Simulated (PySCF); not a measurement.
Process, species as SMILES: CCCl + 2 [H][H] (H2) → 2 C (CH4) + Cl (HCl)
B3LYP-D3(BJ)/def2-TZVP geometries, fixed; electronic energies without zero-point terms.

Effect of the grid level at PBE0/aug-cc-pV(T+d)Z with PySCF, against the last row, where the energy of full hydrogenation is -38.33 kcal/mol. Cost is core time over that of grids.level: 0, rough, on shared machines of one kind.

| setting | grid points, largest species | largest shift of a total energy (mEh) | shift of the energy of full hydrogenation (kcal/mol) | cost |
|---|---|---|---|---|
| grids.level: 0 | 6896 | 7.994 | -2.267 | 1× |
| grids.level: 1 | 29040 | -0.032 | -0.045 | 1× |
| grids.level: 2 | 61024 | -0.003 | -0.004 | 2× |
| grids.level: 3 | 96160 | -0.003 | -0.003 | 2× |
| grids.level: 4 | 164448 | 0.000 | 0.000 | 4× |
| grids.level: 5 | 246704 | 0.000 | 0.000 | 5× |
| grids.level: 7 | 509192 | 0.000 | 0.000 | 8× |

Within 0.3 kcal/mol in the energy of full hydrogenation: grids.level: 1; grids.level: 2; grids.level: 3; grids.level: 4; grids.level: 5. The largest shift is 7.994 mEh in a total energy and 2.267 kcal/mol in the difference.
